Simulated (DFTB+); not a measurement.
# DFTB3-D3(BJ) run of C4H10S (isobutyl mercaptan)

We compute energy and gradient of C4H10S (isobutyl mercaptan). 

The results are computed with DFTB+ 25.1.

6 further runs of the same task are left out: 1 that didn't finish, 5 set aside as unsound or not needed.

## 1. The system as given

C4H10S: 15 atoms, total charge 0, spin state singlet. SMILES: `CC(C)CS`. One bond was lengthened or shortened from a relaxed shape.

Bond lengths: C1–C2 1.522 Å, C2–C3 1.522 Å, C2–C4 1.524 Å, C4–S5 1.818 Å, C1–H6 1.092 Å, C1–H7 1.095 Å, C1–H8 1.092 Å, C2–H9 1.262 Å, C3–H10 1.093 Å, C3–H11 1.095 Å, C3–H12 1.092 Å, C4–H13 1.091 Å, C4–H14 1.094 Å, S5–H15 1.341 Å. Some angles: C1–C2–C3 110.9°, C1–C2–C4 112.1°, C3–C2–C4 109.4°, C2–C4–S5 110.7°, C1–C2–H9 108.5°, C3–C2–H9 108.3°, C4–C2–H9 107.6°, C2–C1–H6 112.0°, C2–C1–H7 110.5°, C2–C1–H8 110.7°.

## 2. Energy and gradient at DFTB3-D3(BJ)

Contents of dftb_in.hsd:

```
Geometry {
  TypeNames {
    "C" "S" "H"
  }
  TypesAndCoordinates [Angstrom] {
    1 -1.117604 -0.764949 0.755092
    1 0.170696 -0.113149 0.274792
    1 1.202296 -1.165749 -0.107008
    1 -0.063804 0.818051 -0.908108
    2 -1.140004 2.204251 -0.431808
    3 -1.860604 -0.025849 1.060992
    3 -1.560904 -1.371549 -0.041108
    3 -0.924404 -1.421049 1.606992
    3 0.643000 0.580300 1.217100
    3 2.145896 -0.710149 -0.417508
    3 0.838896 -1.783849 -0.934008
    3 1.410396 -1.829649 0.735292
    3 0.889496 1.220751 -1.255008
    3 -0.526904 0.264051 -1.729408
    3 -1.042604 2.882151 -1.585308
  }
}

Hamiltonian = DFTB {
  SCC = Yes
  SlaterKosterFiles = Type2FileNames {
    Prefix = "slakos/"
    Separator = ""
    Suffix = ".spl"
    LowerCaseTypeName = Yes
  }
  MaxAngularMomentum {
    C = "p"
    S = "d"
    H = "s"
  }
  ThirdOrderFull = Yes
  HubbardDerivs {
    C = -0.1492
    S = -0.11
    H = -0.1857
  }
  HCorrection = Damping {
    Exponent = 4.0
  }
  SCCTolerance = 1e-08
  MaxSCCIterations = 300
  Filling = Fermi {
    Temperature [K] = 300
  }
  SpinPolarisation = Colinear {
    UnpairedElectrons = 0
  }
  SpinConstants {
    ShellResolvedSpin = No
    C = -0.023
    S = -0.016
    H = -0.072
  }
  Dispersion = DftD3 {
    Damping = BeckeJohnson {
      a1 = 0.5719
      a2 = 3.6017
    }
    s6 = 1.0
    s8 = 0.5883
  }
}

Analysis {
  PrintForces = Yes
}

Options {
  WriteResultsTag = Yes
}

ParserOptions {
  ParserVersion = 14
}
```

Run with:

```console
dftb+ > output.log
```

Q: Predict the results. Wanted: total energy; dipole moment; HOMO energy; LUMO energy; HOMO–LUMO gap; dispersion energy; largest force on an atom.

Computed results:

Level: DFTB3-D3(BJ).

```
                quantity          value
            total energy   -13.07466 Eh
           dipole moment         1.35 D
             HOMO energy       -5.89 eV
             LUMO energy       -1.14 eV
           HOMO–LUMO gap        4.75 eV
       dispersion energy  -35.81 kJ/mol
largest force on an atom     2.699 eV/Å
```

**Reading.** The dipole comes from point charges on the atoms alone, without atomic dipoles, so it is partial. Mulliken charges run from -0.24 on C3 to +0.13 on H15.
